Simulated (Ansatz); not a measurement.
Born–Oppenheimer molecular dynamics of BH3P2 (6 atoms, charge 0, multiplicity 1). It starts at the highest image of a converged band, a first-order saddle point between two minima.

These are results of Ansatz 0.2.0, RKS PBE-D4/def2-SVP, not measurements.

```json
{
 "ensemble": "NVE (velocity Verlet)",
 "time step": "0.5 fs",
 "steps asked": "200",
 "starting velocities drawn for": "100 K",
 "seed": "7363"
}
```

First frame:

```xyz
6
Properties=species:S:1:pos:R:3
B -0.813 -0.426 -0.273
P 0.411 1.012 -0.386
P -0.094 -0.666 1.372
H -1.469 -1.095 -1.027
H 1.476 0.385 -1.163
H 0.530 0.727 1.431
```

Question: How far do the bonds stretch over the last three quarters of this one trajectory? (Pairs bonded in most of those frames.)

Answer: 
```tsv
bond	mean (Å)	spread (Å)	shortest	longest
B1–P2	2.005	0.079	1.89	2.11
B1–P3	1.763	0.030	1.71	1.80
B1–H4	1.205	0.005	1.19	1.21
P2–P3	2.447	0.064	2.28	2.56
P2–H5	1.446	0.023	1.40	1.49
P2–H6	1.536	0.135	1.42	1.86
```

Mean temperature of the second half: 494 K. The conserved energy stayed within 0.021 meV per atom of its start (net change 0.0053 meV per atom), so the integration is sound. The system heated up, since it started high on the potential surface and ran downhill. A run of 0.1 ps of so small a system gives no equilibrium averages. The orbitals stay closed-shell, which can raise the energy where a bond breaks towards radicals; this wasn't checked here.

Run time: 4.2 min on 1 thread of Arm Neoverse V2, on a shared host, peak memory 0.1 GiB.
